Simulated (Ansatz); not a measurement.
Frontier orbitals of C₄H₇ClO (`C=COCCCl`).

Z-matrix (Å, degrees):
```
C
C 1 1.508
O 1 1.412 2 106.7
H 1 1.096 2 110.1 3 120.3
H 1 1.096 2 110.1 3 -120.3
Cl 2 1.776 1 109.6 3 180.0
H 2 1.089 1 111.0 3 -60.9
H 2 1.089 1 111.0 3 60.9
C 3 1.352 1 115.3 2 179.8
C 9 1.324 3 122.6 1 179.7
H 9 1.088 3 115.3 1 -0.4
H 10 1.083 9 121.5 3 -0.0
H 10 1.080 9 119.5 3 179.9
```

The species carries charge 0 and has multiplicity 1. The structure was optimised at the PBE0-D4/def2-TZVP level. It is a higher conformer; a search finds a lower one. Basis def2-TZVPP, Ansatz.

```csv
functional,HOMO (eV),LUMO (eV)
LDA (SPW92),-5.75,-0.80
```

Question: Give HOMO and LUMO (eV) with PBE, revPBE, BLYP, r2SCAN, B97M-V, PBE0, B3LYP, r2SCANh, r2SCAN0, HSE06 (plane-wave form), BHLYP, CAM-B3LYP, LC-ωPBE, ωB97X-V, ωB97M-V, HF. (An estimate is asked.)

Answer: Ansatz gave: 
```json
{"functional": "PBE", "HOMO": "-5.57", "LUMO": "-0.54"}
{"functional": "revPBE", "HOMO": "-5.50", "LUMO": "-0.44"}
{"functional": "BLYP", "HOMO": "-5.43", "LUMO": "-0.44"}
{"functional": "r2SCAN", "HOMO": "-5.79", "LUMO": "-0.29"}
{"functional": "B97M-V", "HOMO": "-5.84", "LUMO": "-0.27"}
{"functional": "PBE0", "HOMO": "-6.79", "LUMO": "0.46"}
{"functional": "B3LYP", "HOMO": "-6.57", "LUMO": "0.19"}
{"functional": "r2SCANh", "HOMO": "-6.26", "LUMO": "0.07"}
{"functional": "r2SCAN0", "HOMO": "-6.95", "LUMO": "0.61"}
{"functional": "HSE06 (plane-wave form)", "HOMO": "-6.38", "LUMO": "0.08"}
{"functional": "BHLYP", "HOMO": "-7.87", "LUMO": "1.51"}
{"functional": "CAM-B3LYP", "HOMO": "-8.13", "LUMO": "1.55"}
{"functional": "LC-ωPBE", "HOMO": "-9.47", "LUMO": "2.77"}
{"functional": "ωB97X-V", "HOMO": "-9.12", "LUMO": "2.67"}
{"functional": "ωB97M-V", "HOMO": "-9.04", "LUMO": "2.51"}
{"functional": "HF", "HOMO": "-9.49", "LUMO": "3.81"}
```

B3LYP here is the variant with VWN-RPA as its local correlation; programs differ in this. LC-ωPBE has ω = 0.4 bohr⁻¹. Positive LUMOs are unbound and depend on the basis.
